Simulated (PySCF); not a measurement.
Molfile (atoms numbered from 1):
```
F4P2
     RDKit          3D

  6  5  0  0  0  0  0  0  0  0999 V2000
   -1.2392   -0.9777   -1.2851 F   0  0  0  0  0  0  0  0  0  0  0  0
   -0.4832   -1.0245    0.1423 P   0  0  0  0  0  0  0  0  0  0  0  0
   -1.6778   -0.4622    1.0728 F   0  0  0  0  0  0  0  0  0  0  0  0
    0.4869    1.0139   -0.1409 P   0  0  0  0  0  0  0  0  0  0  0  0
    1.2808    0.9761    1.2645 F   0  0  0  0  0  0  0  0  0  0  0  0
    1.6558    0.4444   -1.0992 F   0  0  0  0  0  0  0  0  0  0  0  0
  1  2  1  0
  2  3  1  0
  2  4  1  0
  4  5  1  0
  4  6  1  0
M  END
```

Geometry: PBE0-D3(BJ)/def2-SVP; GIAO absolute shieldings from PySCF, gas phase, non-relativistic, averaged over equivalent atoms.

At PBE0/cc-pVDZ (92 basis functions, 5 s wall time on 1 thread of an Arm Neoverse V1, shared host):
```csv
atoms,σ (ppm)
F1/F3/F5/F6,314.5
P2/P4,139.0
```

Question: Estimate the result of repeating the calculation with PBE0/aug-cc-pVDZ.

Answer: 
```csv
atoms,σ at PBE0/aug-cc-pVDZ,change
F1/F3/F5/F6,312.1,-2.4
P2/P4,151.7,+12.7
```

The largest change is at P2/P4 (phosphorus bonded to 2 F, P). Cost: 146 basis functions, 9.1 s wall time on 1 thread of an Arm Neoverse V1, shared host.
